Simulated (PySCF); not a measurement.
Structure problem from calculated spectra and properties.

Elements present: C, H and P. Monoisotopic mass: 100.0442 u.

* UV, strongest line: among the 8 lowest singlet transitions: S2 at 4.65 eV (266 nm, f = 0.417) [TDDFT B3LYP/def2-SVPD]
* Polarisability: 95.8 au [B3LYP/def2-SVPD]
* Rotational structure: rotational constants A, B, C: 6.325, 1.673, 1.348 GHz [GFN2-xTB]
* 13C NMR: chemical shifts (computed TMS as zero) by class: 208.0 (1 C), 151.3 (1 C), 136.9 (1 C), 32.6 (1 C), 27.4 (1 C) ppm [GIAO PBE0/pcSseg-1]
* NMR, other nuclei: isotropic shieldings of nuclei other than C and H, by class: 84 (1 P) ppm [GIAO PBE0/pcSseg-1]
* 1H NMR: chemical shifts (computed TMS as zero) by class: 7.72 (1 H), 6.27 (1 H), 6.25 (1 H), 2.51 (3 H), 2.39 (3 H) ppm [GIAO PBE0/pcSseg-1]

Gas-phase values; electronic properties from PySCF, density fitting. Levels stand in brackets. Geometry: GFN2-xTB, one conformer, isolated molecule. GFN2-xTB frequencies show an imaginary mode (60i cm⁻¹), so this geometry is no minimum at that level. NMR values are class means; diastereotopic atoms form classes of their own.

Question: Which formula fits the mass and the elements?

Answer: C5H9P (calculated 100.0442). No other formula that holds each of these elements comes within 0.0003 u with a fitting electron parity and a possible valence count.

Question: What is the compound? Reason from the data.

Answer: Numbering: `[CH2:1]=[CH:2][P:3]=[C:4]([CH3:5])[CH3:6]`. 5 carbons fall into 5 classes; from least to most shielded: carbon bonded to 2 C and P [C4] (208.0 ppm), alkene CH carbon [C2] (151.3 ppm), terminal =CH2 carbon [C1] (136.9 ppm), methyl carbon [C5] (32.6 ppm), methyl carbon [C6] (27.4 ppm). Hydrogen classes from least to most shielded: 1 H on an alkene CH carbon, C2 (7.72 ppm), 1 H on a terminal =CH2 carbon, C1 (6.27 ppm), 1 H on a terminal =CH2 carbon, C1 (6.25 ppm), 3 H on a methyl carbon, C6 (2.51 ppm, a mean of values up to 1.4 ppm apart in this geometry), 3 H on a methyl carbon, C5 (2.39 ppm, a mean of values up to 0.5 ppm apart in this geometry). The other shieldings belong to: 84 ppm, phosphorus bonded to 2 C [P3]. By its constants the optimised geometry is an asymmetric top. Structure: `C=CP=C(C)C`. Computed isomers that give other values at the same levels: `CCC1=CP1C` (13C chemical shifts (computed TMS as zero) by class: 154.2 (1 C), 123.9 (1 C), 28.3 (1 C), 27.3 (1 C), 14.9 (1 C) ppm); `C=CC1CPC1` (13C chemical shifts (computed TMS as zero) by class: 153.5 (1 C), 118.0 (1 C), 52.6 (1 C), 24.6 (2 C) ppm); `CC1=CPCC1` (13C chemical shifts (computed TMS as zero) by class: 163.8 (1 C), 125.8 (1 C), 44.8 (1 C), 26.0 (1 C), 22.6 (1 C) ppm). The assignments are read from this structure; whether some other isomer fits the data as well wasn't checked.

The values belong to the conformer `[CH2:1]=[CH:2][P:3]=[C:4]([CH3:5])[CH3:6]`: C1–C2–P3–C4 170°.
